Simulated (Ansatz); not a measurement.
Process, species as SMILES: C(Cl)Cl → Cl[CH]Cl + H atom
B3LYP-D3(BJ)/def2-TZVP geometries, fixed; electronic energies without zero-point terms.

Basis-set convergence of the bond dissociation energy at wB97M-V with Ansatz (a first-principles code). Cartesian d functions, on some or all atoms, in 6-31G*, 6-31+G*, 6-311+G**; all else is spherical. The program fits the integrals of some runs and decomposes those of others, by size. Open shells are unrestricted. The functional holds VV10 correlation; no added dispersion term, no relativity. Functions are those of the species that has most. Reference: the value in aug-pcseg-3, 102.42 kcal/mol, itself unsure by roughly 0.03 kcal/mol (its mean distance from aug-cc-pV(Q+d)Z, cc-pV(5+d)Z, def2-QZVPPD). Deviations are taken from unrounded values.

| basis | functions | bond dissociation energy (kcal/mol) | minus reference (kcal/mol) |
|---|---|---|---|
| 3-21G | 39 | 116.35 | 13.94 |
| def2-SV(P) | 54 | 101.25 | -1.16 |
| 6-31G* | 57 | 105.13 | 2.72 |
| def2-SVP | 60 | 102.44 | 0.03 |
| pcseg-1 | 60 | 103.11 | 0.70 |
| 6-31+G* | 69 | 104.89 | 2.47 |
| cc-pV(D+d)Z | 70 | 102.03 | -0.38 |
| def2-SVPD | 90 | 104.46 | 2.05 |
| aug-pcseg-1 | 95 | 104.00 | 1.58 |
| 6-311+G** | 96 | 103.76 | 1.35 |
| cc-pV(T+d)Z | 136 | 102.56 | 0.14 |
| jun-cc-pV(T+d)Z | 163 | 102.71 | 0.29 |
| def2-TZVPPD | 173 | 102.64 | 0.22 |
| pcseg-3 | 254 | 102.44 | 0.02 |
| def2-QZVPP | 257 | 102.46 | 0.04 |
| def2-QZVPPD | 287 | 102.45 | 0.04 |
| aug-pcseg-3 | 361 | 102.42 | 0.00 |
| cc-pV(5+d)Z | 401 | 102.42 | 0.01 |
